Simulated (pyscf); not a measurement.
## Addition: `[CH2]=[CH][CH3]` + `[CH3]` [doublet] -> `[CH3][CH][CH2][CH3]` [doublet]

Gas phase, doublet surface, charge 0. Bonds broken: none. Bonds formed: C3–C10. Optimised with ωB97X-D3(BJ)/def2-SVP in PySCF.

Transition state (Å):

```xyz
13

C      1.1321    -0.8828    -0.1513
C      0.8633     0.1545     0.8980
C     -0.3628     0.4194     1.4177
H      0.2358    -1.4889    -0.3563
H      1.9452    -1.5634     0.1539
H      1.4509    -0.4158    -1.1005
H      1.7108     0.7832     1.2001
H     -1.2013    -0.2608     1.2357
H     -0.4770     1.1242     2.2457
C     -1.4024     1.9480    -0.0105
H     -0.7094     2.7914     0.0490
H     -1.4030     1.3773    -0.9432
H     -2.3622     2.0578     0.5038
```

One imaginary mode, 450i cm⁻¹; descent along it reached the two sides named.

```
bond    change  reactant side (Å)  saddle  product side
------  ------  -----------------  ------  ------------
C3–C10   forms                3.9   2.336         1.541
```

Electronic energies relative to the separated reactants (kJ/mol):

```csv
level,barrier,reaction energy,reverse barrier
ωB97X-D3(BJ)/def2-TZVP,20.1,-127.0,147.0
PBE/def2-TZVP,8.8,-118.9,127.7
r²SCAN/def2-TZVP,12.7,-119.8,132.4
B3LYP-D3(BJ)/def2-TZVP,14.7,-110.0,124.7
PBE0-D3(BJ)/def2-TZVP,12.8,-133.0,145.8
M06-2X/def2-TZVP,24.0,-118.9,142.9
ωB97M-D3(BJ)/def2-TZVP,23.2,-116.1,139.3
HF/def2-TZVP,49.7,-84.5,134.2
```

With ωB97M-D3(BJ)/def2-TZVP energies and thermal terms (ideal gas, 1 atm, RRHO with modes under 100 cm⁻¹ raised to 100, one conformer, R ln 2 for chiral ones without a mode under 150 cm⁻¹), in kJ/mol:

```
T (K)   ΔH‡    ΔG‡      ΔH     ΔG
-----  ----  -----  ------  -----
298    27.9   66.3   -99.8  -58.2
600    28.8  105.0  -100.6  -15.3
900    30.8  142.7   -98.4  +26.9
1200   33.2  179.6   -94.7  +68.1
```

This is the saddle that the search found; another between the same sides may lie lower.
